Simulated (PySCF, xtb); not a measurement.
Homolysis of single bonds, series Ga F-H. Isolated molecules, 0 K electronic values unless said otherwise. Strings in code marks are SMILES.

Quantity: homolytic bond dissociation enthalpy at 298 K (no spin–orbit term), in kJ/mol. Thermal and zero-point terms are GFN2-xTB rigid-rotor harmonic values (xtb).

Level 1: PBE-D3(BJ)/def2-TZVP // B3LYP-D3(BJ)/def2-TZVP (PySCF)
Level 2: PBE/6-31G* // B3LYP-D3(BJ)/def2-TZVP (PySCF)
Level 3: HF/3-21G // B3LYP-D3(BJ)/def2-TZVP (PySCF)
Level 4: HF/6-31G* // B3LYP-D3(BJ)/def2-TZVP (PySCF)

```
species                                                        level 1  level 2  level 3  level 4
-------------------------------------------------------------  -------  -------  -------  -------
F–Ga bond of `[F][GaH2]`, giving `[F]` and `[GaH2]`              558.3    554.3    403.7    376.9
F–Ga bond of `[F][Ga]([F])[F]`, giving `[F]` and `[F][Ga][F]`    508.0    508.6    399.2    354.0
F–Ga bond of `[F][GaH][F]`, giving `[F]` and `[F][GaH]`          536.3    535.2    412.5    371.9
```
